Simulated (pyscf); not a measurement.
Optimised with ωB97X-D3(BJ)/def2-SVP in PySCF.

Q: Estimate the classical barrier height and the reaction energy of H₂S + GeH₄ → H₂S + H₂ + GeH₂ [singlet] at ωB97M-D3(BJ)/def2-TZVP. The step runs on the singlet surface, breaks H–S, Ge–H, Ge–H and forms H–S, H–H; take the separated reactants as zero.

A: ΔE‡ = 2.82 eV, ΔE = +1.87 eV. Zero-point energy shifts the barrier by -0.06 eV. It is a multi-bond step, with an imaginary mode of 1608i cm⁻¹. On the product side the descent ends in a bound adduct (not fully relaxed), 0.40 eV under the separated species and 1.22 eV under the saddle at ωB97X-D3(BJ)/def2-TZVP. The same reactants have a lower exit, to HS–GeH₃ + H₂ (barrier +2.39 eV at ωB97M-D3(BJ)/def2-TZVP, against +2.82 eV here). One saddle was located; it need not be the lowest between these sides. Elements up to Kr have no core potential and no relativistic terms here.
